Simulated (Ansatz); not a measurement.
Cost and result for the atomization energy of OP (`O=[P]`) radical (2 atoms, 1 bond).

Total charge 0; spin multiplicity 2. The structure was optimised at the PBE0-D4/def2-TZVP level. Program: Ansatz. All runs use 2 threads of an AMD EPYC 7R13 on a shared host. Times are those of one run each, without the atoms' runs, and a repeat can differ threefold. Electronic energies, without spin–orbit coupling; frozen cores. CCSD(T)/CBS extrapolates def2-TZVPP and def2-QZVPP, and its time is that of the two runs behind it. T1 = 0.025; ⟨S²⟩ of the reference is 0.77. B3LYP takes the VWN-RPA correlation (the form of Gaussian; ORCA's B3LYP/G). HSE06 is the plane-wave form, built on full-range PBE exchange.

CCSD(T)/CBS is a level of theory with its own doubt, some kJ/mol a heavy atom from the limit and from the frozen cores, so smaller differences don't rank the functionals.

```
                            level  functions  wall time
               BLYP-D4/def2-TZVPP         73     0.86 s
          CAM-B3LYP-D4/def2-TZVPP         73     0.97 s
             revPBE-D4/def2-TZVPP         73        1 s
               PBE0-D4/def2-TZVPP         73      1.1 s
                 CCSD(T)/def2-SVP         32      1.2 s
B3LYP-D4/def2-TZVPP (with forces)         73      1.8 s
              HSE06-D4/def2-TZVPP         73      2.1 s
              PBE-QIDH/def2-TZVPP         73      2.3 s
            r2SCANh-D4/def2-TZVPP         73      2.5 s
               CCSD(T)/def2-TZVPP         73      2.5 s
                B97M-V/def2-TZVPP         73      3.1 s
               CCSD(T)/def2-QZVPP        127        9 s
                CCSD(T)/CBS(def2)          –       12 s
```

Problem. What atomization energy does each give, and how far from CCSD(T)/CBS? (Estimate.)

Solution. The calculation gave: 
```
                            level  atomization (kcal/mol)  difference from CCSD(T)/CBS  per bond
               BLYP-D4/def2-TZVPP                   152.9                         11.1      11.1
          CAM-B3LYP-D4/def2-TZVPP                   144.0                          2.2       2.1
             revPBE-D4/def2-TZVPP                   145.9                          4.1       4.1
               PBE0-D4/def2-TZVPP                   138.5                         -3.3      -3.3
                 CCSD(T)/def2-SVP                   113.9                        -27.9     -28.0
B3LYP-D4/def2-TZVPP (with forces)                   144.1                          2.3       2.3
              HSE06-D4/def2-TZVPP                   138.8                         -3.0      -3.0
              PBE-QIDH/def2-TZVPP                   134.3                         -7.5      -7.5
            r2SCANh-D4/def2-TZVPP                   137.1                         -4.7      -4.8
               CCSD(T)/def2-TZVPP                   132.4                         -9.4      -9.5
                B97M-V/def2-TZVPP                   142.4                          0.6       0.5
               CCSD(T)/def2-QZVPP                   138.3                         -3.5      -3.5
                CCSD(T)/CBS(def2)                   141.8                          0.0       0.0
```

In def2-TZVPP, CCSD(T) changes the Hartree–Fock value by +71.7 kcal/mol (the triples alone add +7.3 kcal/mol) and MP2 by +80.8 kcal/mol; breaking electron pairs costs correlation energy, which Hartree–Fock lacks. From BLYP to BHLYP (50 % exact exchange), in def2-TZVPP and without D4, the atomization energy moves by −25.7 kcal/mol: exact exchange takes away binding that semilocal exchange gives to molecules. At CCSD(T), def2-SVP lies −28.0 kcal/mol from the extrapolated value and def2-TZVPP −9.5 kcal/mol: correlation converges slowly with the basis, and small sets miss more of it in the bonded molecule than in its fragments.
